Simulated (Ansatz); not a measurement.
# B₂SiH (doublet): wave-function methods side by side, def2-TZVPP

One table from this session's results is given with a row withheld; the runs are named, their logs left out.

Program: Ansatz 0.2.0, Gaussian basis. Level of theory: def2-TZVPP, core rule «outside noble gas», up to 7 orbitals frozen. These are calculated values, not measurements.

The runs, in order: UHF; ROHF; CCSD(T) on UHF.

2 further runs of the same task are left out: 2 set aside as unsound or not needed.

## The geometry

The geometry is a PBE0/def2-TZVP stationary point (not a proven minimum).

4 atoms, charge 0, spin multiplicity 2.

Atoms are counted from 1 here; the program's logs count them from 0.

Bond lengths: B1–B2 1.556 Å, B1–Si3 1.803 Å, B2–Si3 2.031 Å, B2–H4 1.184 Å. Angles: B2–B1–Si3 74.0°, B1–B2–Si3 58.6°, B1–B2–H4 160.2°, Si3–B2–H4 141.2°, B1–Si3–B2 47.4°.

The first run:

Input file in.yaml:

```yaml
crystal:
  periodic: [false, false, false]
  atoms:
    - {symbol: B, position_ang: [0.000000, -1.009164, 0.569007]}
    - {symbol: B, position_ang: [0.000000, 0.390881, 1.246852]}
    - {symbol: Si, position_ang: [0.000000, 0.194266, -0.774114]}
    - {symbol: H, position_ang: [0.000000, 1.218527, 2.093499]}
basis:
  gaussian: {orbitals: def2-TZVPP}
magnetization: {spin_polarized: true, initial_magnetization: 1}
hamiltonian: {xc: hf}
output: {orbitals: {seedname: orbitals}}
```

Command:

```sh
> ansatz run in.yaml --threads 1 --pin off --events-out ev --progress --plain --max-ram 4096MiB --backend cpu
```

Steps of the session up to this table: UHF; ROHF; CCSD(T) on UHF.

One of the session's tables, all rows but one given; the rest of the session is left out.

| method | from UCCSD(T) (kcal/mol) |
| --- | --- |
| ROHF | ? |
| UHF | +208.58 |
| UMP2 | +37.21 |
| UCCSD | +15.05 |
| UCCSD(T) | 0 |

**Question.** Estimate the row for ROHF.

The run gave: from UCCSD(T) (kcal/mol): +215.47. In the column «from UCCSD(T) (kcal/mol)» it is the highest.

With the free atoms at the same levels and basis (separate runs), the atomisation energy is 11.938 eV at UCCSD(T), 8.585 eV at ROHF.

Limits of these values: Warnings: spin contamination; coupled cluster took another determinant than the lowest.
